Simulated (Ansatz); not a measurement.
System: graphite. Method: rVV10 (PAW; Ansatz, a program for electronic structure).

Rigid layers of the crystal as relaxed at this level are moved apart or together:

| run | k mesh | layer repeat (Å) | energy against free layers (meV/Å²) | gap on the mesh (eV) |
|---|---|---|---|---|
| 1 | 18×18×6 | 3.055 | -19.72 | 0.000 |
| 2 | 18×18×6 | 3.205 | -24.25 | 0.000 |
| 3 | 18×18×6 | 3.355 | -25.57 | 0.000 |
| 4 | 18×18×6 | 3.555 | -24.53 | 0.000 |
| 5 | 18×18×6 | 3.855 | -20.51 | 0.000 |
| 6 | 18×18×4 | 4.355 | -13.55 | 0.000 |
| 7 | 18×18×4 | 5.355 | -5.79 | 0.000 |
| 8 | 18×18×4 | 7.355 | -1.50 | 0.000 |

The lowest energy of these points lies at a layer repeat of 3.35 Å.
